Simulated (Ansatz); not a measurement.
Input file:

```yaml
crystal:
  periodic: [false, false, false]
  atoms:
    - {symbol: C, position_ang: [-2.072460, 0.000000, 0.000000]}
    - {symbol: H, position_ang: [-2.435665, 1.027301, 0.000000]}
    - {symbol: H, position_ang: [-2.435666, -0.513650, 0.889668]}
    - {symbol: H, position_ang: [-2.435665, -0.513650, -0.889669]}
    - {symbol: H, position_ang: [-1.059460, 0.000000, 0.000000]}
    - {symbol: Si, position_ang: [1.186540, 0.000000, 0.000000]}
basis:
  gaussian: {orbitals: cc-pVDZ, point_charges: [{charge: -1.00, position_ang: [5.551, -0.906, -0.302]}]}
magnetization: {spin_polarized: false, initial_magnetization: 2}
correlation: {active_space: {window: {electrons: 2, orbitals: 1}}}
```

```sh
$ ansatz run in.yaml --threads 1 --pin off --events-out ev --progress --plain --max-ram 2393MiB
```

(1) One thing in this input was set wrong on purpose, beside settings that are merely unusual. What is the gravest fault, and what does the program do?

## Answers

(1) Impossible active window. How the run ends: stopped by an error.
```
486 factors; integrals over basis functions are off by at most 1.2e-3 eV
mean field evaluation 1: about -8951.2802 eV, gradient 2.2e1 eV
mean field evaluation 2: about -8951.3190 eV, gradient 2.1e1 eV
mean field evaluation 4: about -8953.2726 eV, gradient 1.9e0 eV
mean field evaluation 8: about -8953.4042 eV, gradient 7.0e-1 eV
mean field evaluation 16: about -8953.6531 eV, gradient 1.5e-2 eV
mean field evaluation 32: about -8953.6526 eV, gradient 2.1e-1 eV
mean field evaluation 64: about -8953.6301 eV, gradient 2.1e0 eV
mean field -8953.65317411 eV, -329.0406851445 hartree, gradient 4.8e-6 eV, S^2 2.000000; 8 other end points of the search recorded, 0 dependent functions left out
reference -8953.65317411 eV, -329.0406851445 hartree; 13, 11 occupied and 39, 41 virtual orbitals, 486 factors
Error: 2 electrons in 1 orbitals form no window around the highest filled level of the reference
```
